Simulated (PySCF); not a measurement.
Gas-phase reaction: 2 N₂O ⇌ 2 NO + N₂

Method: PySCF energies plus ideal-gas RRHO corrections (1 bar). 'Table' is the NASA 1993 thermochemical table (part measured, part estimated). † marks an energy on the PBE0/def2-TZVP geometry and frequencies; other levels use their own. MP2 and CCSD(T) freeze the core. 6-31G* has spherical d functions here. Open shells (unrestricted): NO (multiplicity 2, electronic degeneracy 4); the rest are closed-shell singlets. Spin-orbit splitting is ignored; it lowers the true energy and changes the entropy of NO. B3LYP is the form with VWN-RPA correlation. MP2 isn't extrapolated to the basis-set limit; its ΔH°(298 K) is 72.1 kJ in def2-SVP and 87.4 kJ in def2-TZVPP. CCSD(T) isn't extrapolated to the basis-set limit; its ΔH°(298 K) is -15.4 kJ in def2-SVP and 0.6 kJ in def2-TZVPP. The harmonic model lacks anharmonicity and excited electronic states, which grow with temperature; levels with a mode under 35 cm⁻¹ are left out.

```
level                ΔH°(298 K), kJ  minus table  ΔG°(1400 K), kJ
-------------------  --------------  -----------  ---------------
table                          19.3            -           -222.2
B3LYP/def2-TZVP†               37.3         18.0           -208.0
BLYP/def2-TZVP†                71.3         52.0           -174.0
CCSD(T)/def2-SVP†             -15.4        -34.7           -260.7
CCSD(T)/def2-TZVPP†             0.6        -18.7           -244.8
HF/6-31G*                    -220.8       -240.1           -468.7
M06-2X/def2-TZVP†              16.0         -3.3           -229.4
MP2/def2-SVP†                  72.1         52.8           -173.2
PBE/def2-SVP                  150.8        131.5            -91.8
PBE0/def2-SVP†                 81.0         61.7           -164.3
LDA/def2-TZVP†                232.9        213.6            -12.4
ωB97M-V/def2-TZVP†              4.0        -15.3           -241.3
```
